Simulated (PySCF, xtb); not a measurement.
Bonds broken one at a time in the series SiH2(OH)-X. Isolated molecules, 0 K electronic values unless said otherwise. One relaxed conformer stands for each flexible species; it need not be the lowest. Strings in code marks are SMILES.

Quantity: homolytic bond dissociation enthalpy at 298 K (no spin–orbit term), in kJ/mol. Thermal and zero-point terms are GFN2-xTB rigid-rotor harmonic values (xtb).

Level 1: PBE-D3(BJ)/def2-TZVP // PBE0-D4/def2-TZVP (PySCF)
Level 2: B3LYP/6-31G* // PBE0-D4/def2-TZVP (PySCF)
Level 3: M06-2X/6-31G* // PBE0-D4/def2-TZVP (PySCF)
Level 4: frozen-core MP2/6-31G* // PBE0-D4/def2-TZVP (PySCF)

```json
[
 {"species": "Si–Br bond of `O[SiH2]Br` (H–O–Si–Br torsion 59°), giving `O[SiH2]` and `[Br]`", "level 2": "403.1", "level 3": "402.7", "level 4": "411.1"},
 {"species": "C–Si bond of `CC(=O)[SiH2]O` (O–C–Si–O torsion 0°, C–Si–O–H torsion 0°), giving `C[C]=O` and `O[SiH2]`", "level 2": "304.5", "level 3": "326.9", "level 4": "316.6"},
 {"species": "O–Si bond of `O[SiH2]O` (H–O–Si–O torsion -66°, O–Si–O–H torsion -66°), giving `O[SiH2]` and `[OH]`", "level 2": "526.5", "level 3": "547.0", "level 4": "549.6"},
 {"species": "C–Si bond of `C[SiH2]O` (C–Si–O–H torsion 70°), giving `O[SiH2]` and `[CH3]`", "level 2": "369.9", "level 3": "389.2", "level 4": "378.1"},
 {"species": "C–O bond of `O=C(O)[SiH2]O`, giving `O=[C][SiH2]O` (O–C–Si–O torsion 145°, C–Si–O–H torsion 45°) and `[OH]`", "level 2": "433.8", "level 3": "460.1", "level 4": "453.5"},
 {"species": "O–Si bond of `O[SiH3]`, giving `[OH]` and `[SiH3]`", "level 2": "478.8", "level 3": "499.1", "level 4": "497.1"},
 {"species": "Si–O bond of `N#C[SiH2]O`, giving `N#C[SiH2]` and `[OH]`", "level 2": "487.0", "level 3": "508.5", "level 4": "526.4"},
 {"species": "C–C bond of `CC(=O)[SiH2]O` (O–C–Si–O torsion 0°, C–Si–O–H torsion 0°), giving `O=[C][SiH2]O` (O–C–Si–O torsion 145°, C–Si–O–H torsion 45°) and `[CH3]`", "level 2": "316.3", "level 3": "344.4", "level 4": "332.5"}
]
```

### Question
What does level 1 give for each?

### Answer

- Si–Br bond of `O[SiH2]Br` (H–O–Si–Br torsion 59°), giving `O[SiH2]` and `[Br]`: 423.8
- C–Si bond of `CC(=O)[SiH2]O` (O–C–Si–O torsion 0°, C–Si–O–H torsion 0°), giving `C[C]=O` and `O[SiH2]`: 304.5
- O–Si bond of `O[SiH2]O` (H–O–Si–O torsion -66°, O–Si–O–H torsion -66°), giving `O[SiH2]` and `[OH]`: 544.4
- C–Si bond of `C[SiH2]O` (C–Si–O–H torsion 70°), giving `O[SiH2]` and `[CH3]`: 377.2
- C–O bond of `O=C(O)[SiH2]O`, giving `O=[C][SiH2]O` (O–C–Si–O torsion 145°, C–Si–O–H torsion 45°) and `[OH]`: 447.3
- O–Si bond of `O[SiH3]`, giving `[OH]` and `[SiH3]`: 503.9
- Si–O bond of `N#C[SiH2]O`, giving `N#C[SiH2]` and `[OH]`: 507.9
- C–C bond of `CC(=O)[SiH2]O` (O–C–Si–O torsion 0°, C–Si–O–H torsion 0°), giving `O=[C][SiH2]O` (O–C–Si–O torsion 145°, C–Si–O–H torsion 45°) and `[CH3]`: 322.3
